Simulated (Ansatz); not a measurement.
# CHSi (doublet): the correlation ladder at distance Si1–C2 = 4.619 Å, 6-31G

One table from this session's results is given with a row withheld; the runs are named, their logs left out.

The runs use Ansatz 0.2.0, Gaussian basis; 6-31G, core rule «outside noble gas», up to 6 orbitals frozen.

To be run: UHF; CCSD(T) on UHF; BCCD(T) on ROHF; CISD; CCSDT(Q) on UHF; CISDTQ; CASSCF and MRCISD+Q, 3 electrons in 3 orbitals; CASSCF and NEVPT2, 3 electrons in 3 orbitals; CASSCF and MRCISD+Q, 9 electrons in 9 orbitals; CASSCF and NEVPT2, 9 electrons in 9 orbitals; Full CI; Full CI in the symmetry of the determinant.

33 further runs of the same task are left out: 8 for a known fault of the program, 23 that didn't finish, 2 set aside as unsound or not needed.

### The system

The geometry derives from a PBE0/def2-TZVP stationary point (not a proven minimum). One bond is set to the value named and the two fragments are kept rigid.

3 atoms, charge 0, spin multiplicity 2.

Atoms are counted from 1 here; the program's logs count them from 0.

Bond lengths: Si1–H3 1.500 Å.

Set-up of the first run:

in.yaml

```yaml
crystal:
  periodic: [false, false, false]
  atoms:
    - {symbol: Si, position_ang: [0.000000, 0.000000, 1.039822]}
    - {symbol: C, position_ang: [0.000000, 0.000000, -3.579178]}
    - {symbol: H, position_ang: [0.000000, 0.000000, 2.539355]}
basis:
  gaussian: {orbitals: 6-31G}
magnetization: {spin_polarized: true, initial_magnetization: 1}
hamiltonian: {xc: hf}
output: {orbitals: {seedname: orbitals}}
```

Command:

```sh
ansatz run in.yaml --threads 1 --pin off --events-out ev --progress --plain --max-ram 2393MiB
```

Steps of the session up to this table: UHF; CCSD(T) on UHF; BCCD(T) on ROHF; CISD; CCSDT(Q) on UHF; CISDTQ; CASSCF and MRCISD+Q, 3 electrons in 3 orbitals; CASSCF and NEVPT2, 3 electrons in 3 orbitals; CASSCF and MRCISD+Q, 9 electrons in 9 orbitals; CASSCF and NEVPT2, 9 electrons in 9 orbitals; Full CI; Full CI in the symmetry of the determinant.

One of the session's tables, all rows but one given; the rest of the session is left out.

It belongs to the step «Misses and costs». 

| method | from FCI (meV) |
| --- | --- |
| UHF | +2240.1 |
| UMP2 | +799.0 |
| UCCSD | +26.4 |
| UCCSD(T) | +8.2 |
| BCCD(T) | +8.8 |
| UCCSDT | +0.6 |
| UCCSDT(Q) | -0.1 |
| CASSCF pair | +2287.7 |
| NEVPT2 pair | +819.2 |
| MRCISD pair | +133.4 |
| MRCISD+Q pair | -23.6 |
| CASSCF valence | ? |
| NEVPT2 valence | +347.9 |
| MRCISD valence | +24.4 |
| MRCISD+Q valence | +3.3 |
| FCI | 0 |

Q: Estimate the row for CASSCF valence from the others.

The run gave: from FCI (meV): +950.0. In the column «from FCI (meV)» it lies between NEVPT2 pair (+819.2) and UHF (+2240.1).

Not comparable, so not listed: CISD; CISDTQ (they don't share determinant, frozen orbitals or solution with the rows shown, or repeat one).

Caveats from the session: The determinant is far from a pure spin state, so its energy mixes those of several spin states (harmless only where they are near-degenerate, as at dissociation). The report flags that the cluster equations may have other roots. The program flags BCCD(T) as in doubt, so those rows may rest on another solution; read them beside their warnings. MRCISD+Q pair falls below full CI: the +Q correction isn't variational, and the cores differ from full CI's. Levels on UHF freeze UHF's core orbitals, full CI those of ROHF, so the U rows can settle a little off it for that reason alone.
